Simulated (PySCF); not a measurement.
Molecule: SMILES P#N, NP.

Structure with atom numbers: `[N:1]#[P:2]`.

Geometry PBE0-D3(BJ)/def2-SVP throughout; GIAO in PySCF, gas phase, one conformer, non-relativistic; equivalent atoms averaged; functional PBE0.

**Question.** How do the absolute shieldings σ depend on the basis set? (ppm; last column core-seconds on shared hosts with different chips, so compare them loosely)

**Answer.** 
```tsv
basis set	functions	N1	P2	core-s
STO-3G	14	-234.8	56.0	0.53
6-31G	22	-404.3	2.9	1.4
pcSseg-0	22	-483.8	-129.6	0.93
6-31G*	32	-362.2	38.1	1.6
def2-SVP	32	-378.5	37.9	1.4
cc-pVDZ	32	-381.4	35.7	1.2
pcSseg-1	41	-436.2	-58.7	1.1
aug-cc-pVDZ	50	-356.8	37.3	1.5
6-311+G(2d,p)	62	-394.9	-49.1	1.8
cc-pVTZ	64	-416.3	-31.9	1.9
def2-TZVP	68	-416.3	-80.9	2.3
pcSseg-2	79	-436.1	-61.3	0.9
IGLO-III	79	-422.5	-40.1	1.8
pcSseg-3	148	-431.5	-54.9	5.1
```

**Question.** Which nucleus moves most, in ppm?

**Answer.** N1 (nitrogen bonded to P): from -483.8 ppm with pcSseg-0 to -234.8 ppm with STO-3G. The smallest spread is 185.6 ppm, at P2.

**Question.** Taking the largest basis, pcSseg-3 (148 functions), as the yardstick, rank the others by their worst heavy-atom deviation.

**Answer.** pcSseg-1 4.7 ppm (41 functions), pcSseg-2 6.5 ppm (79 functions), IGLO-III 14.8 ppm (79 functions), cc-pVTZ 22.9 ppm (64 functions), def2-TZVP 26.0 ppm (68 functions), 6-311+G(2d,p) 36.6 ppm (62 functions), 6-31G 57.8 ppm (22 functions), pcSseg-0 74.8 ppm (22 functions), cc-pVDZ 90.5 ppm (32 functions), aug-cc-pVDZ 92.2 ppm (50 functions), def2-SVP 92.8 ppm (32 functions), 6-31G* 92.9 ppm (32 functions), STO-3G 196.7 ppm (14 functions).

A small basis that lands close on one nucleus may do so by chance; judge by the trend and by all nuclei.
